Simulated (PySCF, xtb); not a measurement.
O₃, SMILES [O-][O+]=O (connectivity only; charge and spin as stated), charge -1, multiplicity 2.

Harmonic wavenumbers (cm⁻¹) from GFN2-xTB run with xtb 6.7.1 at its own minimum, in rising order: 568, 1120, 1139.

Question: What does PBE0-D3(BJ)/def2-TZVPD in PySCF give at its own minimum? (Estimate from the structure and the level; the computed values follow.)

Answer: 630, 959, 1122. Paired by order, the mean absolute difference is 80 cm⁻¹ and the zero-point energies are 4.0 and 3.9 kcal/mol.
